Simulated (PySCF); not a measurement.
PySCF input (PW6B95/def2-TZVPD):

```python
from pyscf import gto, scf, dft

mol = gto.M(
    atom='''
    P     0.00056199    0.07657355    0.08927023
    H     1.02683735   -0.58960829   -0.66288796
    H    -1.03526727   -0.55899489   -0.67616545
    ''',
    basis='def2-tzvpd',
    charge=-1,
    spin=0,
    verbose=4,
)

mf = dft.RKS(mol, xc='pw6b95').density_fit(auxbasis='def2-universal-jkfit')
mf.grids.level = 3
mf.conv_tol = 1e-9
mf.max_cycle = 100
mf.max_memory = 1500
mf.kernel()
if not mf.converged:
    mf = mf.newton()
    mf.kernel(mf.make_rdm1())
mf.analyze()
```

End of the output:

```
Extra cycle  E= -342.840287304551  delta_E= -1.59e-12  |g|= 7.87e-07  |ddm|= 3.54e-06
converged SCF energy = -342.840287304551
**** SCF Summaries ****
Total Energy =                        -342.840287304550827
Nuclear Repulsion Energy =              11.309984065211138
One-electron Energy =                 -500.591550269091954
Two-electron Energy =                  146.441278899330001
Two-electron Coulomb Energy =          170.891363918638717
DFT Exchange-Correlation Energy =      -24.450085019308727
HOMO-LUMO gap [eV] =                     3.800275213629752
**** MO energy ****
MO #1   energy= -77.1153715057274  occ= 2
MO #2   energy= -6.34758437223434  occ= 2
MO #3   energy= -4.48433966740476  occ= 2
MO #4   energy= -4.48197833181001  occ= 2
MO #5   energy= -4.47826980194895  occ= 2
MO #6   energy= -0.357209385621182 occ= 2
MO #7   energy= -0.132641635501839 occ= 2
MO #8   energy= -0.0517492946110565 occ= 2
MO #9   energy= 0.0450551081946902 occ= 2
MO #10  energy= 0.184712647536369  occ= 0
MO #11  energy= 0.240939489092105  occ= 0
MO #12  energy= 0.292110848319226  occ= 0
MO #13  energy= 0.297715676952942  occ= 0
MO #14  energy= 0.308949116589805  occ= 0
MO #15  energy= 0.315609959024471  occ= 0
MO #16  energy= 0.318340777739345  occ= 0
MO #17  energy= 0.32008694043409   occ= 0
MO #18  energy= 0.392154778533675  occ= 0
MO #19  energy= 0.402190692467726  occ= 0
MO #20  energy= 0.408306475535548  occ= 0
MO #21  energy= 0.442269430918593  occ= 0
MO #22  energy= 0.450559186268438  occ= 0
MO #23  energy= 0.456266558362131  occ= 0
MO #24  energy= 0.563207894182238  occ= 0
MO #25  energy= 0.611264783286111  occ= 0
MO #26  energy= 0.619122370030603  occ= 0
MO #27  energy= 0.63068784553165   occ= 0
MO #28  energy= 0.663284438398124  occ= 0
MO #29  energy= 0.669198416072174  occ= 0
MO #30  energy= 0.675504619017597  occ= 0
MO #31  energy= 0.750113553780437  occ= 0
MO #32  energy= 0.838171639394098  occ= 0
MO #33  energy= 0.927465052535196  occ= 0
MO #34  energy= 1.02293009476666   occ= 0
MO #35  energy= 1.51584561036282   occ= 0
MO #36  energy= 1.53162948742258   occ= 0
MO #37  energy= 1.55366936862314   occ= 0
MO #38  energy= 1.55905591929564   occ= 0
MO #39  energy= 1.60616778354192   occ= 0
MO #40  energy= 1.60830437559933   occ= 0
MO #41  energy= 1.61308658403523   occ= 0
MO #42  energy= 1.62145437550748   occ= 0
MO #43  energy= 1.62810867048881   occ= 0
MO #44  energy= 1.63140090994922   occ= 0
MO #45  energy= 1.7444138465333    occ= 0
MO #46  energy= 1.75589841642823   occ= 0
MO #47  energy= 1.79161877787839   occ= 0
MO #48  energy= 1.94978546738336   occ= 0
MO #49  energy= 2.00354062834974   occ= 0
MO #50  energy= 2.12393248142717   occ= 0
MO #51  energy= 2.2426986588449    occ= 0
MO #52  energy= 2.29276682512126   occ= 0
MO #53  energy= 2.40343413134067   occ= 0
MO #54  energy= 2.76189671242354   occ= 0
MO #55  energy= 2.97683173523967   occ= 0
MO #56  energy= 3.00101966261115   occ= 0
MO #57  energy= 3.06520855807771   occ= 0
MO #58  energy= 7.53683690278451   occ= 0
MO #59  energy= 7.6493006987433    occ= 0
MO #60  energy= 7.65998720320544   occ= 0
MO #61  energy= 14.3978475468603   occ= 0
 ** Mulliken pop on meta-lowdin orthogonal AOs  **
 ** Mulliken pop  **
pop of  0 P 1s            1.99998
pop of  0 P 2s            1.99817
pop of  0 P 3s            1.70365
pop of  0 P 4s            0.00864
pop of  0 P 5s            0.00022
pop of  0 P 6s            0.00004
pop of  0 P 2px           1.99985
pop of  0 P 2py           1.99990
pop of  0 P 2pz           1.99989
pop of  0 P 3px           0.87888
pop of  0 P 3py           1.65725
pop of  0 P 3pz           1.55723
pop of  0 P 4px           0.00218
pop of  0 P 4py           0.01863
pop of  0 P 4pz           0.01497
pop of  0 P 5px           0.00103
pop of  0 P 5py           0.00018
pop of  0 P 5pz           0.00019
pop of  0 P 6px           0.00008
pop of  0 P 6py           0.00184
pop of  0 P 6pz           0.00158
pop of  0 P 3dxy          0.00407
pop of  0 P 3dyz          0.00545
pop of  0 P 3dz^2         0.00079
pop of  0 P 3dxz          0.00553
pop of  0 P 3dx2-y2       0.00105
pop of  0 P 4dxy          0.00044
pop of  0 P 4dyz          0.00010
pop of  0 P 4dz^2         0.00008
pop of  0 P 4dxz          0.00060
pop of  0 P 4dx2-y2       0.00014
pop of  0 P 5dxy          0.00025
pop of  0 P 5dyz          0.00010
pop of  0 P 5dz^2         0.00017
pop of  0 P 5dxz          0.00035
pop of  0 P 5dx2-y2       0.00024
pop of  0 P 4f-3          0.00032
pop of  0 P 4f-2          0.00000
pop of  0 P 4f-1          0.00029
pop of  0 P 4f+0          0.00023
pop of  0 P 4f+1          0.00004
pop of  0 P 4f+2          0.00044
pop of  0 P 4f+3          0.00006
pop of  1 H 1s            1.04254
pop of  1 H 2s            0.00210
pop of  1 H 3s            0.00059
pop of  1 H 2px           0.00036
pop of  1 H 2py           0.00566
pop of  1 H 2pz           0.00473
pop of  1 H 3px           0.00122
pop of  1 H 3py           0.00541
pop of  1 H 3pz           0.00484
pop of  2 H 1s            1.04254
pop of  2 H 2s            0.00210
pop of  2 H 3s            0.00059
pop of  2 H 2px           0.00037
pop of  2 H 2py           0.00564
pop of  2 H 2pz           0.00474
pop of  2 H 3px           0.00125
pop of  2 H 3py           0.00533
pop of  2 H 3pz           0.00487
 ** Mulliken atomic charges  **
charge of    0P =     -0.86512
charge of    1H =     -0.06744
charge of    2H =     -0.06744

WARN: System has nonzero charge -1; the dipole moment is origin-dependent.
Location of origin: [0. 0. 0.]

Dipole moment(X, Y, Z, Debye): -0.00136, -0.18530, -0.21602
```

Whether it binds its extra electron was not tested at this geometry.
